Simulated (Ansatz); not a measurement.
**CCSD(T)/cc-pVDZ run of Si2H6O (disiloxane)**

What is the energy change on altering one bond length of Si2H6O (disiloxane) at CCSD(T)/cc-pVDZ? 

The calculation is run with Ansatz 0.2.0.

60 further runs of the same task are left out: 60 set aside as unsound or not needed.

**1. Starting point**

Si2H6O: 9 atoms, total charge 0, spin state singlet. SMILES: `[SiH3]O[SiH3]`. Geometry: relaxed at PBE0-D4/def2-TZVP.

Bond lengths: Si1–O2 1.634 Å, O2–Si3 1.634 Å, Si1–H4 1.487 Å, Si1–H5 1.483 Å, Si1–H6 1.487 Å, Si3–H7 1.483 Å, Si3–H8 1.486 Å, Si3–H9 1.487 Å. Some angles: Si1–O2–Si3 147.2°, O2–Si1–H4 110.2°, O2–Si1–H5 108.3°, O2–Si1–H6 110.2°, O2–Si3–H7 108.3°, O2–Si3–H8 110.2°, O2–Si3–H9 110.2°, H4–Si1–H5 109.6°, H4–Si1–H6 109.0°, H5–Si1–H6 109.6°.

**2. A single-point energy at CCSD(T)/cc-pVDZ**

Input file run.yaml:

```yaml
crystal:
  periodic: [false, false, false]
  atoms:
    - {symbol: Si, position_ang: [-0.710290, 1.052660, -0.919520]}
    - {symbol: O, position_ang: [0.425550, 0.090990, -0.245380]}
    - {symbol: Si, position_ang: [0.775570, -1.038810, 0.881750]}
    - {symbol: H, position_ang: [-1.787270, 0.226580, -1.525660]}
    - {symbol: H, position_ang: [-0.060640, 1.872420, -1.970220]}
    - {symbol: H, position_ang: [-1.306170, 1.942760, 0.111330]}
    - {symbol: H, position_ang: [2.224270, -1.343130, 0.800010]}
    - {symbol: H, position_ang: [-0.009310, -2.275600, 0.628780]}
    - {symbol: H, position_ang: [0.448290, -0.527870, 2.238910]}
basis:
  gaussian:
    orbitals: cc-pVDZ
correlation:
  method: ccsd_t
  frozen_orbitals: {H: 0, O: 1, Si: 5}
accuracy: high
scf:
  omitted_lower_state_checks: [cluster_reference, increment]
```

Command:

```console
$ ansatz run run.yaml --threads 1 --pin off --max-ram 3480MiB --events-out events.jsonl --progress --plain --runs-dir runs
```

Standard output, shortened:

```text
Warning: RAYON_NUM_THREADS=1 ignored (pool sized by the plan → 1); use --threads N
Functional definition: HF
  name "HF"
[...]
1882 factors; integrals over basis functions are off by at most 3.9e-9 eV
[...]
mean field -17858.43201111 eV, -656.2852715282 hartree, gradient 1.5e-8 eV, S^2 0.000000; 0 other end points of the search recorded, 0 dependent functions left out
11 core orbitals not correlated: weight in the atoms' cores, before any rotation towards them, 1.000 or more for the frozen orbitals, at most 0.000 for the correlated occupied ones
reference -17858.43201111 eV, -656.2852715282 hartree; 10, 10 occupied and 59, 59 virtual orbitals, 1882 factors
second order -10.56754012 eV of doubles, -0.00000000 eV of singles
cycle   1  -11.37391958 eV  change   -8.1e-1 eV  update   8.7e-2
[...]
cycle  19  -11.85650136 eV  change    1.4e-9 eV  update   1.9e-9
perturbative correction -0.24058713 eV, -0.0088414138 hartree
Total energy: -17870.52909959 eV, -656.7298313302 hartree
Checks for a lower state left out: cluster_reference, increment
```

Wall time 11 s (1 thread of Intel Xeon Platinum 8259CL at 2.50GHz (Skylake/Cascade Lake), shared host); peak memory 0.4 GiB.

**3. The distorted shape, same level**

Input file run.yaml:

```yaml
crystal:
  periodic: [false, false, false]
  atoms:
    - {symbol: Si, position_ang: [-0.880661, 1.196907, -1.020638]}
    - {symbol: O, position_ang: [0.425550, 0.090990, -0.245380]}
    - {symbol: Si, position_ang: [0.775570, -1.038810, 0.881750]}
    - {symbol: H, position_ang: [-1.957641, 0.370827, -1.626778]}
    - {symbol: H, position_ang: [-0.231011, 2.016667, -2.071338]}
    - {symbol: H, position_ang: [-1.476541, 2.087007, 0.010212]}
    - {symbol: H, position_ang: [2.224270, -1.343130, 0.800010]}
    - {symbol: H, position_ang: [-0.009310, -2.275600, 0.628780]}
    - {symbol: H, position_ang: [0.448290, -0.527870, 2.238910]}
basis:
  gaussian:
    orbitals: cc-pVDZ
correlation:
  method: ccsd_t
  frozen_orbitals: {H: 0, O: 1, Si: 5}
accuracy: high
scf:
  omitted_lower_state_checks: [cluster_reference, increment]
```

Command:

```console
$ ansatz run run.yaml --threads 1 --pin off --max-ram 3480MiB --events-out events.jsonl --progress --plain --runs-dir runs
```

Standard output, shortened:

```text
Warning: RAYON_NUM_THREADS=1 ignored (pool sized by the plan → 1); use --threads N
[... 2 set-up lines as earlier in the session ...]
[...]
1875 factors; integrals over basis functions are off by at most 3.6e-9 eV
[...]
mean field -17857.90181681 eV, -656.2657872473 hartree, gradient 1.9e-8 eV, S^2 0.000000; 0 other end points of the search recorded, 0 dependent functions left out
11 core orbitals not correlated: weight in the atoms' cores, before any rotation towards them, 1.000 or more for the frozen orbitals, at most 0.000 for the correlated occupied ones
reference -17857.90181681 eV, -656.2657872473 hartree; 10, 10 occupied and 59, 59 virtual orbitals, 1875 factors
second order -10.71012469 eV of doubles, -0.00000000 eV of singles
cycle   1  -11.46210412 eV  change   -7.5e-1 eV  update   9.5e-2
[...]
cycle  20  -11.98155411 eV  change   2.9e-10 eV  update   2.5e-9
perturbative correction -0.26381774 eV, -0.0096951233 hartree
Total energy: -17870.14718867 eV, -656.7157963627 hartree
Checks for a lower state left out: cluster_reference, increment
```

Wall time 11 s (1 thread of Intel Xeon Platinum 8259CL at 2.50GHz (Skylake/Cascade Lake), shared host); peak memory 0.4 GiB.

**4. What came out**

At CCSD(T)/cc-pVDZ, 11 core orbitals frozen:

```
                                                          quantity          value
                                         first shape: total energy  -656.72983 Eh
         first shape: correlation energy (11 core orbitals frozen)     -444.6 mEh
                                       first shape: (T) correction      -8.84 mEh
                                        first shape: T1 diagnostic          0.011
                                     distorted shape: total energy  -656.71580 Eh
     distorted shape: correlation energy (11 core orbitals frozen)     -450.0 mEh
                                   distorted shape: (T) correction      -9.70 mEh
                                    distorted shape: T1 diagnostic          0.013
energy change with the Si1–O2 bond stretched from 1.634 to 1.879 Å       0.382 eV
```

With the Si1–O2 bond stretched from 1.634 to 1.879 Å the energy rises by 0.38 eV (8.8 kcal/mol). The first shape isn't relaxed at this level, so the change isn't measured from a minimum. The triples (first shape) make up 2.0 % of the correlation energy. The triples (distorted shape) make up 2.2 % of the correlation energy.
